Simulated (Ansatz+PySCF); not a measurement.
Results of a calculation; reference values are marked as such.
A run of Ansatz (development build ahead of 0.2.0) on doublet CH₃O at this shape:

```yaml
atoms:
  - { symbol: C, position_ang: [0.0010, -0.5890, 0.0000] }
  - { symbol: O, position_ang: [0.0010, 0.7970, 0.0000] }
  - { symbol: H, position_ang: [1.0167, -0.8585, 0.0000] }
  - { symbol: H, position_ang: [-0.4577, -1.0069, 0.9033] }
  - { symbol: H, position_ang: [-0.4577, -1.0069, -0.9033] }
```

Its results:

| Property | Result |
| --- | --- |
| Converged | yes |
| Reference energy | -114.45983 hartree |
| Correlation energy | -0.37359 hartree |
| Total energy | -114.83342 hartree |
| Spin squared of the determinant | 0.750 |
| Stability test | minimum among restricted orbitals |
| Occupied orbitals by symmetry in an Abelian subgroup (alpha; beta) | 7 A' 2 A''; 6 A' 2 A'' |

Forces (eV/Å):
| atom | Fx | Fy | Fz |
| --- | --- | --- | --- |
| C1 | -1.674 | 0.588 | 0.000 |
| O2 | -0.040 | -0.261 | 0.000 |
| H3 | 1.610 | -0.463 | 0.000 |
| H4 | 0.052 | 0.068 | -0.135 |
| H5 | 0.052 | 0.068 | 0.135 |

(1) Which input gives this output? Name the method, the orbitals and the basis set, and write the input.

Results:

(1) ROHF-MP2 in cc-pVTZ.

```yaml
crystal:
  periodic: [false, false, false]
  atoms:
    - { symbol: C, position_ang: [0.00105, -0.58904, 0.0] }
    - { symbol: O, position_ang: [0.00105, 0.79698, 0.0] }
    - { symbol: H, position_ang: [1.0167, -0.8585, 0.0] }
    - { symbol: H, position_ang: [-0.45769, -1.00693, 0.90328] }
    - { symbol: H, position_ang: [-0.45769, -1.00693, -0.90328] }
basis:
  gaussian: { orbitals: cc-pVTZ }
magnetization:
  initial_magnetization: 1
hamiltonian:
  xc: hf
correlation:
  method: mp2
  frozen_orbitals: { C: 1, H: 0, O: 1 }
output:
  forces: true
```
